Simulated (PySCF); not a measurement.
Boron monofluoride, BF (singlet state).
SMILES with atom numbers: `[B:1][F:2]`

The calculation used core-valence-separated Tamm–Dancoff BHandHLYP/aug-pcX-1 in PySCF, non-relativistic, gas phase, PBE0-D3(BJ)/def2-SVP geometry.

Computed boron K-edge spectrum, Gaussian lines of 0.4 eV full width, highest printed point 100; it ends one width below the last computed root. No shift to experiment was applied.

| photon energy (eV) | absorption |
| --- | --- |
| 187.8 | 3 |
| 188.0 | 33 |
| 188.2 | 100 |
| 188.4 | 75 |
| 188.6 | 14 |
| 188.8 | 1 |
| 189.0 | 0 |
| 189.2 | 0 |
| 189.4 | 0 |
| 189.6 | 0 |
| 189.8 | 0 |
| 190.0 | 0 |
| 190.2 | 0 |
| 190.4 | 0 |
| 190.6 | 0 |
| 190.8 | 0 |
| 191.0 | 0 |
| 191.2 | 0 |
| 191.4 | 0 |
| 191.6 | 0 |
| 191.8 | 0 |
| 192.0 | 0 |
| 192.2 | 0 |
| 192.4 | 0 |
| 192.6 | 0 |
| 192.8 | 0 |
| 193.0 | 0 |
| 193.2 | 1 |
| 193.4 | 5 |
| 193.6 | 6 |
| 193.8 | 2 |
| 194.0 | 0 |
| 194.2 | 0 |
| 194.4 | 2 |
| 194.6 | 8 |
| 194.8 | 7 |
| 195.0 | 2 |
| 195.2 | 0 |
| 195.4 | 0 |
| 195.6 | 0 |
| 195.8 | 0 |
| 196.0 | 0 |
| 196.2 | 0 |
| 196.4 | 0 |
| 196.6 | 2 |
| 196.8 | 4 |
| 197.0 | 2 |

Task: Where are the maxima, and which lines make them up?

Result: 4 maxima:
- 188.3 eV: B1 (boron bonded to F), 188.26 eV, f = 0.196, sum of 2, 100 % of the height at the exact maximum
- 193.5 eV: B1 (boron bonded to F), 193.52 eV, f = 0.013, 100 % of the height at the exact maximum
- 194.7 eV: B1 (boron bonded to F), 194.70 eV, f = 0.015, sum of 2, 91 % of the height at the exact maximum
- 196.8 eV: B1 (boron bonded to F), 196.82 eV, f = 0.008, 100 % of the height at the exact maximum

Roots within 0.03 eV on the same or equivalent atoms count as one line; shares under 12 % aren't listed.

Vibrational structure and lifetime widths aren't in the curve. The ionisation threshold wasn't computed; near and above it a finite basis only mimics Rydberg series and continuum.
